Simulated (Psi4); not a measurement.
## Psi4 input wanted

The species is AlH+ (2 atoms), meant as a doublet with charge +1. As SMILES of the parent species, `[AlH]`. The shape is that of a PBE0-D4/def2-TZVP optimisation. That shape belongs to the parent species and isn't relaxed for this state.

```xyz
2

Al    0.0000    0.0000   -0.0256
H     0.0000    0.0000    1.6391
```

Settings wanted:

```yaml
task: gradient
method: DFT
functional: TPSSh
basis_set: def2-TZVPPD
reference: UKS
solvent_model: none
integrals: pk
core_potential: none
frozen_core_orbitals: 0
integration_grid: 99 radial × 590 angular
symmetry: c1
properties: (mayer, wiberg, dipole)
threads: 1
SCF_convergence_threshold: 1e-09
density_convergence_threshold: 1e-08
iteration_cap: 100
```

Q: Write the Psi4 1.11 input and the command.

A: One that was run (others would do as well):

job.in:
```
memory 1600 MB

molecule mol {
  1 2
  Al     0.000000     0.000000    -0.025640
  H      0.000000     0.000000     1.639110
  symmetry c1
}

set {
  basis                def2-TZVPPD
  reference            uks
  puream               true
  e_convergence        1e-09
  d_convergence        1e-08
  scf_type             pk
  dft_radial_points    99
  dft_spherical_points 590
  maxiter              100
}

result, w = gradient('tpssh', return_wfn=True)
oeprop(w, 'MAYER_INDICES', 'WIBERG_LOWDIN_INDICES', 'DIPOLE')
```

```bash
$ psi4 -i job.in -o job.out -n 1
```

Calculated total energy: -242.69369 Eh, largest force 0.463 eV/Å.
